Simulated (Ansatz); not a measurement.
This geometry of C2H6O (9 atoms, charge 0, multiplicity 1) is a first-order saddle point.

These are results of UKS PBE-D4/def2-SVP (Ansatz 0.2.0), not measurements.

```xyz
9
Properties=species:S:1:pos:R:3
C -0.537 0.549 -0.412
C 0.283 -0.666 0.001
O 1.059 -0.452 1.171
H -1.126 0.349 -1.330
H 0.122 1.419 -0.620
H -1.250 0.838 0.389
H 0.959 -0.959 -0.838
H -0.399 -1.535 0.168
H 0.890 0.457 1.471
```

**Question.** Which two structures does it join? (They come from a converged band through this point; their orientation in space is the band's.)

**Answer.** No bond is made or broken.  The two ends are copies of one structure, up to a mirror image or an exchange of like atoms.

Initial state:

```xyz
9
Properties=species:S:1:pos:R:3
C -0.539 0.574 -0.471
C 0.316 -0.602 -0.005
O 1.225 -0.259 1.026
H -1.195 0.288 -1.321
H 0.103 1.419 -0.791
H -1.199 0.937 0.347
H 0.940 -0.972 -0.848
H -0.347 -1.456 0.288
H 0.696 0.070 1.776
```

Final state:

```xyz
9
Properties=species:S:1:pos:R:3
C -0.581 0.559 -0.444
C 0.221 -0.636 0.065
O 0.779 -0.433 1.352
H -1.052 0.340 -1.424
H 0.070 1.449 -0.583
H -1.378 0.831 0.277
H 1.000 -0.913 -0.690
H -0.445 -1.521 0.161
H 1.386 0.326 1.284
```

**Question.** How far does it lie above each of them?

**Answer.** 0.070 eV above the first and 0.070 eV above the second. This is the barrier of this one path; another mechanism may lie lower.

The run took 2 min on 2 threads of Arm Neoverse V1 (shared host), peak memory 0.17 GiB.
